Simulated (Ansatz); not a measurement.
**BNH₂ (quintet): the correlation ladder, def2-QZVPP**

The task here is to estimate one member of a computed series from the others.

Method: def2-QZVPP, core rule «outside noble gas», up to 2 orbitals frozen; program: Ansatz 0.2.0, Gaussian basis.

The runs, in order: UHF; ROHF; CCSD(T) on UHF.

2 further runs of the same task are left out: 2 set aside as unsound or not needed.

### What is computed

The geometry is a PBE0/def2-TZVP stationary point (not a proven minimum) of the parent state, kept for this charge and spin.

4 atoms, charge 0, spin multiplicity 5.

Atoms are counted from 1 here; the program's logs count them from 0.

Bond lengths: B1–N2 1.367 Å, N2–H3 1.012 Å, N2–H4 1.012 Å. Angles: B1–N2–H3 123.8°, B1–N2–H4 123.8°, H3–N2–H4 112.4°.

Set-up of the first run:

in.yaml reads:

```yaml
crystal:
  periodic: [false, false, false]
  atoms:
    - {symbol: B, position_ang: [0.000000, 0.000000, 0.858848]}
    - {symbol: N, position_ang: [0.000000, 0.000000, -0.508608]}
    - {symbol: H, position_ang: [0.000000, -0.840950, -1.072031]}
    - {symbol: H, position_ang: [0.000000, 0.840950, -1.072031]}
basis:
  gaussian: {orbitals: "def2-QZVPP.json"}
magnetization: {spin_polarized: true, initial_magnetization: 4}
hamiltonian: {xc: hf}
output: {orbitals: {seedname: orbitals}}
```

The run is started by

```bash
ansatz run in.yaml --threads 1 --pin off --events-out ev --progress --plain --max-ram 2393MiB
```

Among the steps run: UHF; ROHF; CCSD(T) on UHF.

One of the session's tables, all rows but one given; the rest of the session is left out.

| method | from UCCSD(T) (meV) |
| --- | --- |
| ROHF | +7172.6 |
| UHF | ? |
| UMP2 | +791.4 |
| UCCSD | +209.6 |
| UCCSD(T) | 0 |

**Question.** Estimate the row for UHF.

As computed: from UCCSD(T) (meV): +7040.4. In the column «from UCCSD(T) (meV)» it lies between UMP2 (+791.4) and ROHF (+7172.6).
